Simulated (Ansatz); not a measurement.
# C₃H₆N₂: a ladder of functionals and wavefunction methods

One table from this session's results is given with a row withheld; the runs are named, their logs left out.

Method: functionals in def2-TZVPP, the program's frozen cores in correlated methods; program: Ansatz 0.2.0, Gaussian basis.

The runs, in order: PBE-D4, r2SCAN-D4, PBE0-D4, B3LYP-D4, ωB97X-V, ωB97M-V, B2PLYP; CCSD(T)/def2-TZVPP; MP2/def2-QZVPP; extrapolation to the limit.

**Structure used throughout**

All runs share one geometry, relaxed beforehand with PBE0-D4 in a triple-zeta def2 set.

11 atoms, charge 0, spin multiplicity 1.

Atoms are counted from 1 here; the program's logs count them from 0.

Bond lengths: C1–N2 1.451 Å, C1–H6 1.091 Å, C1–H7 1.098 Å, C1–H8 1.093 Å, N2–C3 1.407 Å, N2–H9 1.011 Å, C3–C4 1.431 Å, C3–N5 1.544 Å, C3–H10 1.087 Å, C4–N5 1.253 Å, C4–H11 1.086 Å. Angles: N2–C1–H6 109.5°, N2–C1–H7 113.7°, N2–C1–H8 109.2°, H6–C1–H7 108.8°, H6–C1–H8 107.5°, H7–C1–H8 107.9°, C1–N2–C3 114.6°, C1–N2–H9 111.5°, C3–N2–H9 111.3°, N2–C3–C4 123.0°, N2–C3–N5 121.0°, N2–C3–H10 113.2°, C4–C3–N5 49.6°, C4–C3–H10 120.4°, N5–C3–H10 114.6°, C3–C4–N5 69.9°, C3–C4–H11 151.6°, N5–C4–H11 138.4° and more.

Set-up of the first run:

in.yaml

```yaml
crystal:
  periodic: [false, false, false]
  atoms:
    - {symbol: C, position_ang: [-0.775087, -0.218413, -1.384107]}
    - {symbol: N, position_ang: [-0.384716, 0.587703, -0.242557]}
    - {symbol: C, position_ang: [0.066991, -0.150039, 0.867423]}
    - {symbol: C, position_ang: [1.150760, 0.277083, 1.698960]}
    - {symbol: N, position_ang: [1.524923, -0.652820, 0.947769]}
    - {symbol: H, position_ang: [-1.163832, 0.428741, -2.171946]}
    - {symbol: H, position_ang: [0.041923, -0.826436, -1.795704]}
    - {symbol: H, position_ang: [-1.580783, -0.894383, -1.087223]}
    - {symbol: H, position_ang: [0.281386, 1.301606, -0.504263]}
    - {symbol: H, position_ang: [-0.674386, -0.849200, 1.246347]}
    - {symbol: H, position_ang: [1.578221, 0.939256, 2.445799]}
basis:
  gaussian: {orbitals: def2-TZVPP}
hamiltonian: {xc: pbe, dispersion: d4}
output: {forces: true, orbitals: {seedname: orbitals}}
```

Launch:

```console
ansatz run in.yaml --threads 4 --pin off --events-out ev --progress --plain --max-ram 10444MiB
```

Among the steps run: PBE-D4 (GGA); r2SCAN-D4 (meta-GGA); PBE0-D4 (hybrid); B3LYP-D4 (hybrid); ωB97X-V (range-separated); ωB97M-V (range-separated); B2PLYP (double hybrid); CCSD(T) in def2-TZVPP; MP2 in def2-QZVPP.

One table of the session follows, with a row left open; its other results are not shown here.

It belongs to the step «Atomisation energies». 

```
            method  atoms, summed (eV)  atomisation energy (kJ/mol)
            PBE-D4           -6134.804                       4479.1
         r2SCAN-D4           -6140.531                       4304.0
           PBE0-D4           -6136.439                       4355.2
          B3LYP-D4           -6144.312                       4326.7
           ωB97X-V           -6142.026                       4329.0
           ωB97M-V           -6141.312                       4330.1
            B2PLYP                   ?                            ?
     HF/def2-TZVPP           -6119.345                       2905.6
    MP2/def2-TZVPP           -6129.905                       4257.5
   CCSD/def2-TZVPP           -6132.445                       4083.3
CCSD(T)/def2-TZVPP           -6132.734                       4168.2
           MP2/CBS           -6131.732                       4384.9
       CCSD(T)/CBS           -6134.561                       4295.6
```

**Question.** Estimate the row for B2PLYP.

As computed: atoms, summed (eV): -6139.198; atomisation energy (kJ/mol): 4272.9. In the column «atoms, summed (eV)» it lies between r2SCAN-D4 (-6140.531) and PBE0-D4 (-6136.439).

Limits of these values: Free atoms (3 C, 2 N, 6 H) were run apart at each level; the atomisation energy is their sum less the molecule, without zero-point or spin-orbit terms.
